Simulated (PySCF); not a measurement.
# Working out the ionisation energy of Cl

Cl [Ne] 3s2 3p5 (2P) → Cl⁺ [Ne] 3s2 3p4 (3P). All numbers are calculated (PySCF 2.14, the spin-free X2C one-electron Hamiltonian (Gaussian nucleus), in cc-pVDZ-DK (4s3p1d, 18 functions)). Frozen: [Ne]. Energies in hartree (1 hartree = 27.21139 eV):

```json
{"part": "UHF", "Cl (lower)": "-460.878426", "Cl⁺ (upper)": "-460.444940"}
{"part": "CCSD correlation", "Cl (lower)": "-0.126609", "Cl⁺ (upper)": "-0.106440"}
{"part": "(T)", "Cl (lower)": "-0.001150", "Cl⁺ (upper)": "-0.001069"}
```

Task: What does Hartree-Fock give?

Result: (-460.444940) − (-460.878426) = 0.433486 hartree = 11.796 eV.

Task: What do CCSD and CCSD(T) give?

Result: The CCSD correlation energies differ by 0.020169 hartree = 0.549 eV and the triples by 0.000081 hartree = 0.002 eV, so CCSD gives 12.345 eV and CCSD(T) 12.347 eV.

Measured between the centres of the two terms (NIST): 12.974 eV, so CCSD(T) (valence) is off by -0.627 eV.

A double-zeta basis recovers only part of the correlation energy.

What remains against the reference includes basis incompleteness, the frozen core and higher excitations.
